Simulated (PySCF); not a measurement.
Compound: C5H12N (doublet state).
Z-matrix (Å and degrees, GFN2-xTB geometry), rows numbered from 1:
```
C 
C   1  1.4727
N   2  1.4742  1  110.65
C   3  1.4570  2  116.57  1   -83.02
C   4  1.5259  3  109.36  2   155.74
C   4  1.5301  3  108.80  2   -83.64
H   1  1.0736  2  120.32  3   -94.19
H   1  1.0749  2  119.46  3    65.94
H   2  1.0932  1  112.11  3  -119.59
H   2  1.0930  1  111.19  3   118.74
H   3  1.0156  2  108.93  1    42.79
H   4  1.1036  3  111.41  2    35.89
H   5  1.0888  4  110.74  3   -63.69
H   5  1.0869  4  110.31  3   176.29
H   5  1.0875  4  109.88  3    56.42
H   6  1.0871  4  110.26  3  -178.61
H   6  1.0869  4  110.84  3    61.20
H   6  1.0868  4  109.63  3   -58.41
```

The hyperfine couplings belong to this conformer and change with its torsions.

The species is `[CH2]CNC(C)C` [radical].

Level of theory: PySCF, UKS B3LYP, pcH-1 on C H N, non-relativistic, mean-field spin-orbit, GIAO. The structure is a single GFN2-xTB conformer in the gas phase; no vibrational or solvent corrections. The geometry wasn't refined by DFT: couplings that depend on bond lengths, twists or pyramidal angles can differ widely from those at the functional's own minimum.

Question: How many α and β electrons are there, and what is ⟨S²⟩ of the pure spin state?

Answer: Nα = 25, Nβ = 24 (49 in all), and S(S+1) = 0.75 for S = 1/2.

Mulliken spin populations, one withheld:

| atom | bound to | population |
| --- | --- | --- |
| C1 | C2, H7, H8 | +1.0320 |
| C2 | C1, N3, H9, H10 | -0.0705 |
| N3 | C2, C4, H11 | ? |
| C4 | N3, C5, C6, H12 | -0.0081 |
| C5 | C4, H13, H14, H15 | +0.0006 |
| C6 | C4, H16, H17, H18 | +0.0003 |
| H7 | C1 | -0.0429 |
| H8 | C1 | -0.0425 |
| H9 | C2 | +0.0177 |
| H10 | C2 | +0.0008 |
| H11 | N3 | -0.0006 |
| H12 | C4 | +0.0094 |
| H13 | C5 | -0.0004 |
| H14 | C5 | +0.0007 |
| H15 | C5 | +0.0003 |
| H16 | C6 | +0.0021 |
| H17 | C6 | +0.0002 |
| H18 | C6 | +0.0003 |

Question: What does N3 hold?

Answer: 1 − (0.8994) gives +0.101, since all populations sum to 2S.

Question: How is the spin shared among the elements?

Answer: Carbon +0.95, nitrogen +0.10, hydrogen -0.05. The positive populations sum to 1.17, the negative ones to -0.17.

Question: The run gives ⟨S²⟩ = 0.7542. What does that say of the overlap of α and β orbitals, and of the weight of higher spin?

Answer: Σ|⟨iα|jβ⟩|² over occupied orbitals = Nβ − [⟨S²⟩ − S(S+1)] = 24 − 0.0042 = 23.9958. If the quartet state (S + 1) were the only admixture, its weight would be 0.0042/(2S + 2) = 0.14 %.

Question: What Fermi-contact NMR shifts do the couplings of C2, N3, C4, C5/C6, H7/H8, H9/H10, H11 imply at 350 K (Curie law, g = gₑ)?

Answer: δ = a_FC·h·gₑ μB S(S+1)/(3 g_N μN kT), with k/h = 20836.6 MHz/K:

```
nuclei  isotope  a_FC (MHz)     g_N  contact shift (ppm)
    C2      13C      -29.03  1.4048                -2605
    N3      14N        7.10  0.4038                +2215
    C4      13C       -2.47  1.4048                 -222
 C5/C6      13C        4.38  1.4048                 +393
 H7/H8       1H      -57.56  5.5857                -1299
H9/H10       1H       24.40  5.5857                 +550
   H11       1H       -7.63  5.5857                 -172
```

The sign follows the spin density at the nucleus: positive density means a positive shift. Entries for several nuclei are means.

Means are taken over nuclei equivalent by connectivity, which assumes that they swap fast. The 1H value of +24.4 MHz is a mean of couplings from 1.9 to 46.9 MHz in this one geometry, not an average over conformers.

The run took 52 s of wall time (with the writing of density and orbital grids) on one thread, Arm Neoverse V1 (aarch64), shared host, and the process peaked at 0.97 GiB of memory.
